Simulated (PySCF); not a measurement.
# C2HFN2O: the cost of one run

Computed with PySCF 2.14.0, with density-fitted response routines of our own, on a single molecule in the gas phase. Atoms are numbered from 0 throughout.

## (1) Starting geometry

7 atoms, charge 0, multiplicity 1; geometry from: GFN2-xTB. The atoms were then displaced at random by about 0.01 Å, so the start is not that level's minimum.

Bonds of the start (Å): F0–C1 1.33, C1–N2 1.30, N2–C3 1.32, C3–N4 1.28, N4–O5 1.36, O5–C1 1.34, C3–H6 1.09.

## (2) Geometry optimisation at PBE0-D3(BJ)/def2-SVP

Job settings and geometry (Å):

```
{"job": {"xc": "PBE0", "basis": "def2-SVP", "d3": "d3bj", "grid": 1, "shake": 0.01, "kind": "geom"}, "charge": 0, "multiplicity": 1}
F      2.294310    -0.363040     0.004930
C      0.989200    -0.120650    -0.003690
N      0.028180    -0.992790    -0.019220
C     -1.022620    -0.190390    -0.011980
N     -0.784880     1.067150    -0.009510
O      0.573420     1.151880     0.003440
H     -2.043650    -0.581250    -0.013900
```

On the command line:

```sh
> OMP_NUM_THREADS=1 python probes_run.py task.json out
```

The driver reads the jobs from task.json and runs them one after another.

**Question.** How long does this first job take on 1 thread of Arm Neoverse V2, shared host, and how much memory does it need?

About 31 s, with a peak of 0.38 GiB.
